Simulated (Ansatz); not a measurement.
One change: `N#[C][AlH2]` becomes `C#N`.

Ansatz, PBE0-D4/def2-TZVP geometries, multiplicity 1. 

```tsv
property	`N#[C][AlH2]`
zero-point energy (PBE0-D4/def2-TZVP) / kJ/mol	54.9
LUMO energy (B3LYP/def2-TZVPP) / eV	-2.79
HOMO–LUMO gap (PBE/def2-TZVPP) / eV	4.59
HOMO energy (B3LYP/def2-TZVPP) / eV	-9.05
size of the dipole moment (B3LYP/def2-TZVPP) / D	3.39
HOMO–LUMO gap (ωB97M-V/def2-TZVPP) / eV	10.61
```

What does the change do to each property? (Estimate.)

Ansatz gave: 
| property | `C#N` | shift |
| --- | --- | --- |
| zero-point energy (PBE0-D4/def2-TZVP) / kJ/mol | 43.3 | -11.6 |
| LUMO energy (B3LYP/def2-TZVPP) / eV | -0.03 | 2.76 |
| HOMO–LUMO gap (PBE/def2-TZVPP) / eV | 8.17 | 3.58 |
| HOMO energy (B3LYP/def2-TZVPP) / eV | -10.17 | -1.12 |
| size of the dipole moment (B3LYP/def2-TZVPP) / D | 3.03 | -0.36 |
| HOMO–LUMO gap (ωB97M-V/def2-TZVPP) / eV | 15.38 | 4.77 |

With PBE0 the HOMO falls by 1.19 eV and the LUMO rises by 2.86 eV, so the gap widens by about 4.05 eV. PBE moves the HOMO by -1.09 eV and ωB97M-V by -1.35 eV. The zero-point energy changes by -11.6 kJ/mol with -5 modes. Dipoles are sizes alone; their direction can turn.

B3LYP here is the variant with VWN-RPA as its local correlation; programs differ in this.
